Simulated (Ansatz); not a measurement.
## Ansatz (development build ahead of 0.2.0) run

```yaml
crystal:
  periodic: [false, false, false]
  atoms:
    - { symbol: C, position_ang: [0.0, -0.3814, -0.32527] }
    - { symbol: C, position_ang: [0.0, -0.39978, 1.06416] }
    - { symbol: O, position_ang: [0.0, 0.84933, -0.71844] }
    - { symbol: H, position_ang: [-0.81805, -0.88468, -0.6716] }
    - { symbol: H, position_ang: [0.81805, -0.88468, -0.6716] }
    - { symbol: H, position_ang: [0.0, -1.34944, 1.41441] }
    - { symbol: H, position_ang: [0.81845, 0.07591, 1.42301] }
    - { symbol: H, position_ang: [-0.81845, 0.07591, 1.42301] }
    - { symbol: H, position_ang: [0.0, 0.85937, -1.60299] }
basis:
  gaussian: { orbitals: cc-pVTZ }
hamiltonian:
  xc: hf
```

The input is written out in the form of the current development build from the run's settings.

Output:

```json
{"Converged": "yes", "Total energy": "-154.09658 hartree", "Spin squared of the determinant": "0.000"}
```

Caution: no unrestricted run beside it, a lower state can exist.
